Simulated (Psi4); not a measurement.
# MP2/def2-TZVPP run of BHF2 (SMILES FBF)

Aim: the vertical ionisation energy of BHF2 at MP2/def2-TZVPP, from 2 runs. 

Program for the calculation: Psi4 1.11.

**1. The system as given**

BHF2: 4 atoms, total charge 0, spin state singlet. As SMILES, `FBF`. The shape is that of a PBE0-D4/def2-TZVP optimisation.

Bond lengths: F1–B2 1.313 Å, B2–F3 1.313 Å, B2–H4 1.191 Å. Angles: F1–B2–F3 118.1°, F1–B2–H4 121.0°, F3–B2–H4 121.0°.

**2. The energy at MP2/def2-TZVPP**

bf2h.xyz reads:

```xyz
4
BF2H
F      1.154300     0.456900    -0.361900
B     -0.001900    -0.031000     0.025200
F     -1.095400     0.528700    -0.438900
H     -0.057000    -0.954600     0.775600
```

run.py reads:

```python
import numpy as np
from ase.calculators.psi4 import Psi4
from ase.io import read

mol = read('bf2h.xyz')
calc = Psi4(atoms=mol, method='mp2', basis='def2-TZVPP', memory='1600MB', num_threads=1, charge=0, multiplicity=1, label='bf2h')
calc.psi4.set_options({'puream': True, 'e_convergence': 1e-09, 'd_convergence': 1e-08, 'scf_type': 'pk', 'num_frozen_docc': 3, 'mp2_type': 'conv'})
mol.calc = calc

print(f'energy: {mol.get_potential_energy():.6f} eV')
```

Run with:

```sh
$ python run.py
```

bf2h.dat:

```text
[...]
  Running in c1 symmetry.
[...]
  Nuclear repulsion =   61.888554759542060
[...]
  Multiplicity = 1
[...]
  Nalpha       = 12
  Nbeta        = 12
[...]
    Number of basis functions: 107
[...]
   @RHF iter   1:  -224.32044943575110   -9.04759e-01   3.59057e-03 DIIS/ADIIS
[...]
   @RHF iter  10:  -224.36609997573350   -2.27374e-12   5.33318e-09 DIIS
[...]
    Orbital Energies [Eh]
    ---------------------
    Doubly Occupied:
       1A    -26.320416     2A    -26.320375     3A     -7.719636
       4A     -1.653361     5A     -1.621664     6A     -0.830794
       7A     -0.768878     8A     -0.749681     9A     -0.720018
      10A     -0.666327    11A     -0.659728    12A     -0.559724
[...]
  @RHF Final Energy:  -224.36609997573350
   => Energetics <=
    Nuclear Repulsion Energy =             61.8885547595420604
    One-Electron Energy =                -435.3281045480943021
    Two-Electron Energy =                 149.0734498128187511
    Total Energy =                       -224.3660999757335048
[...]
 Multipole Moments:
 ------------------------------------------------------------------------------------
     Multipole            Electronic (a.u.)      Nuclear  (a.u.)        Total (a.u.)
 ------------------------------------------------------------------------------------
 L = 1.  Multiply by 2.5417464519 to convert [e a0] to [Debye]
 Dipole X            :          0.0466392           -0.0675938           -0.0209546
 Dipole Y            :          0.7854832           -1.1322755           -0.3467923
 Dipole Z            :         -0.6381621            0.9199550            0.2817929
 Magnitude           :                                                    0.4473379
[...]
	SCS-MP2 Total Energy (a.u.)        :  -224.94911234030150
	SOS-MP2 Total Energy (a.u.)        :  -224.94285782501100
	SCSN-MP2 Total Energy (a.u.)       :  -224.63337623525081
[...]
	SOS-PI-MP2 Total Energy (a.u.)     :  -224.98722381341696
[...]
	MP2 Total Energy (a.u.)            :  -224.96162137088248
[...]
```

On the terminal:

```text
energy: -6121.517520 eV
```

It took 11 s on 1 thread of Intel Xeon Platinum 8259CL at 2.50GHz (Skylake/Cascade Lake), shared host; peak memory 0.74 GiB.

**3. The doublet cation, same level**

run.py reads:

```python
import psi4

psi4.set_memory(1600000000)
psi4.set_num_threads(1)
psi4.core.set_output_file('run.log', False)

mol = psi4.geometry("""
1 2
F      1.154300     0.456900    -0.361900
B     -0.001900    -0.031000     0.025200
F     -1.095400     0.528700    -0.438900
H     -0.057000    -0.954600     0.775600
symmetry c1
""")

options = {'basis': 'def2-TZVPP', 'reference': 'uhf', 'puream': True, 'e_convergence': 1e-09, 'd_convergence': 1e-08, 'scf_type': 'pk', 'num_frozen_docc': 3, 'mp2_type': 'conv', 'maxiter': 100}
psi4.set_options(options)

e = psi4.energy("mp2")
print('E =', round(e, 9))
for k, v in sorted(psi4.core.scalar_variables().items()):
    print(f'{k:45s} {v:18.10f}')
```

Run with:

```sh
$ python run.py
```

run.log:

```text
[...]
  Running in c1 symmetry.
[...]
  Nuclear repulsion =   61.888554759542060
[...]
  Multiplicity = 2
[...]
  Nalpha       = 12
  Nbeta        = 11
[...]
    Number of basis functions: 107
[...]
   @UHF iter   1:  -223.75688833101620   -3.41198e-01   3.98059e-03 DIIS/ADIIS
[...]
   @UHF iter  14:  -223.84788039089179   -1.40119e-11   9.55550e-09 DIIS
[...]
   @S^2 Observed:                7.649131184E-01
[...]
    Orbital Energies [Eh]
    ---------------------
    Alpha Occupied:
       1A    -26.656157     2A    -26.656141     3A     -8.118823
       4A     -1.976626     5A     -1.946075     6A     -1.205444
       7A     -1.117267     8A     -1.093950     9A     -1.031141
      10A     -0.995356    11A     -0.978267    12A     -0.975694
    Alpha Virtual:
      13A     -0.191739    14A     -0.096651    15A     -0.085893
      16A     -0.070300    17A      0.002685    18A      0.024172
      19A      0.148100    20A      0.180398    21A      0.257813
      22A      0.289040    23A      0.333454    24A      0.342968
      25A      0.383594    26A      0.459588    27A      0.519880
[...]
  @UHF Final Energy:  -223.84788039089179
   => Energetics <=
    Nuclear Repulsion Energy =             61.8885547595420604
    One-Electron Energy =                -427.3813869913376493
    Two-Electron Energy =                 141.6449518409038149
    Total Energy =                       -223.8478803908917882
  UHF NO Occupations:
  HONO-2 :   10  A 1.9972801
  HONO-1 :   11  A 1.9954294
[...]
 Multipole Moments:
 ------------------------------------------------------------------------------------
     Multipole            Electronic (a.u.)      Nuclear  (a.u.)        Total (a.u.)
 ------------------------------------------------------------------------------------
 L = 1.  Multiply by 2.5417464519 to convert [e a0] to [Debye]
 Dipole X            :         -0.0280906           -0.0675938           -0.0956844
 Dipole Y            :         -0.4681468           -1.1322755           -1.6004222
 Dipole Z            :          0.3804084            0.9199550            1.3003634
 Magnitude           :                                                    2.0643284
[...]
	SCS-MP2 Total Energy (a.u.)        :  -224.41589631618928
	SOS-MP2 Total Energy (a.u.)        :  -224.36400746593998
	SCSN-MP2 Total Energy (a.u.)       :  -224.12185352020802
[...]
	SOS-PI-MP2 Total Energy (a.u.)     :  -224.45002864511468
[...]
	MP2 Total Energy (a.u.)            :  -224.43365283751316
[...]
```

On the terminal:

```text
E = -224.433652838
CURRENT CORRELATION ENERGY                         -0.5857724466
CURRENT ENERGY                                   -224.4336528375
CURRENT REFERENCE ENERGY                         -223.8478803909
DD SOLVATION ENERGY                                 0.0000000000
HF KINETIC ENERGY                                 223.6697872272
HF POTENTIAL ENERGY                              -447.5176676181
HF TOTAL ENERGY                                  -223.8478803909
HF VIRIAL RATIO                                     2.0007962325
MP2 CORRELATION ENERGY                             -0.5857724466
MP2 DOUBLES ENERGY                                 -0.5857724466
MP2 OPPOSITE-SPIN CORRELATION ENERGY               -0.4301058959
MP2 SAME-SPIN CORRELATION ENERGY                   -0.1556665507
MP2 SINGLES ENERGY                                  0.0000000000
MP2 TOTAL ENERGY                                 -224.4336528375
NUCLEAR REPULSION ENERGY                           61.8885547595
ONE-ELECTRON ENERGY                              -427.3813869913
PCM POLARIZATION ENERGY                             0.0000000000
PE ENERGY                                           0.0000000000
SCF ITERATION ENERGY                             -223.8478803909
SCF ITERATIONS                                     14.0000000000
SCF TOTAL ENERGY                                 -223.8478803909
SCS(N)-MP2 CORRELATION ENERGY                      -0.2739731293
SCS(N)-MP2 TOTAL ENERGY                          -224.1218535202
SCS-MP2 CORRELATION ENERGY                         -0.5680159253
SCS-MP2 TOTAL ENERGY                             -224.4158963162
SCS-MP2-VDW CORRELATION ENERGY                     -0.6283688221
SCS-MP2-VDW TOTAL ENERGY                         -224.4762492130
SOS-MP2 CORRELATION ENERGY                         -0.5161270750
SOS-MP2 TOTAL ENERGY                             -224.3640074659
SOS-PI-MP2 CORRELATION ENERGY                      -0.6021482542
SOS-PI-MP2 TOTAL ENERGY                          -224.4500286451
TWO-ELECTRON ENERGY                               141.6449518409
```

Wall time 14 s (1 thread of Intel Xeon Platinum 8259CL at 2.50GHz (Skylake/Cascade Lake), shared host); peak memory 0.73 GiB.

**4. Results**

At MP2/def2-TZVPP, 3 core orbitals frozen:

```
                                                                  quantity          value
                                                singlet BHF2: total energy  -224.96162 Eh
                         singlet BHF2: HOMO energy (Hartree–Fock orbitals)      -15.23 eV
                         singlet BHF2: LUMO energy (Hartree–Fock orbitals)        2.88 eV
                       singlet BHF2: HOMO–LUMO gap (Hartree–Fock orbitals)       18.12 eV
                 singlet BHF2: correlation energy (3 core orbitals frozen)     -595.5 mEh
                                              doublet cation: total energy  -224.43365 Eh
doublet cation: HOMO energy (Hartree–Fock orbitals) (highest over α and β)      -25.15 eV
 doublet cation: LUMO energy (Hartree–Fock orbitals) (lowest over α and β)      -13.05 eV
               doublet cation: correlation energy (3 core orbitals frozen)     -585.8 mEh
                         doublet cation: ⟨S²⟩ of the reference determinant          0.765
                        vertical ionisation energy (to the doublet cation)      14.367 eV
```

Removing an electron at fixed nuclei costs 14.37 eV (331 kcal/mol).
